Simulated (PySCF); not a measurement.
NaO from Hartree–Fock to correlated methods

State: ²Π (doublet), unpaired electrons π ↑. Set-up: PySCF, spin-free X2C with a Gaussian nucleus, basis sets Na jorge-DZP-DKH, O jorge-DZP-DKH. De refers to Na + O in their high-spin ground configurations, without counterpoise correction. The functionals are run spin-unrestricted. A positive dipole means Na(−)O(+).

```csv
Level,Re (Å),ωe (cm⁻¹),De (eV),μ (D),"CPU s a point (SCF and correlation, without the integrals)"
UHF,2.060,511,0.76,-8.73,0.14
UHF-MP2,2.077,498,2.23,n/a,0.2
UHF-SCS-MP2,2.078,497,2.18,n/a,n/a
UHF-CCSD,2.077,496,2.12,n/a,n/a
UHF-CCSD(T),2.080,492,2.18,n/a,2.9
LDA,2.039,501,3.24,-6.99,0.27
PBE,2.078,474,2.84,-6.98,0.41
TPSS,2.077,475,2.70,-7.27,0.66
r²SCAN,2.068,488,2.70,-7.70,0.62
TPSSh,2.070,484,2.57,-7.55,0.7
PBE0,2.059,497,2.48,-7.74,0.58
ωB97X,2.058,504,2.81,-8.16,0.44
```

Question: Which functional lies closest to UHF-CCSD(T) in De, which farthest, and by how much do they differ from it?

Answer: Closest is PBE0 (-2.1 pm in Re, +1.0 % in ωe, +0.30 eV in De against UHF-CCSD(T) in the same basis), farthest LDA (-4.1 pm in Re, +1.8 % in ωe, +1.06 eV in De). CCSD(T) converges more slowly with the basis than the functionals do and binds too weakly in this one, so the order can change at the basis-set limit.

Question: What does a quarter of exact exchange do here, going from PBE to PBE0?

Answer: PBE0 less PBE: -1.9 pm in Re, +4.9 % in ωe, -0.36 eV in De. Exact exchange removes part of the self-interaction that spreads semilocal densities, and in most molecules shortens and stiffens the bond and lowers De; so it does here.

Question: What does the step from GGA to meta-GGA do here, going from PBE to r²SCAN?

Answer: r²SCAN less PBE: -1.0 pm in Re, +3.0 % in ωe, -0.14 eV in De. 

Correlated steps freeze 2 core orbitals. Correlated levels converge slowly with the basis: in double zeta they bind strong bonds too weakly, by up to about 1 eV, and carry superposition errors of some tenths. The state was picked by a PBE0 search and need not be the measured ground state.

The whole job (state search and all levels along the bond) took about 1.4 min on 1 thread of Arm Neoverse V1 (shared host), peak memory 0.45 GiB.
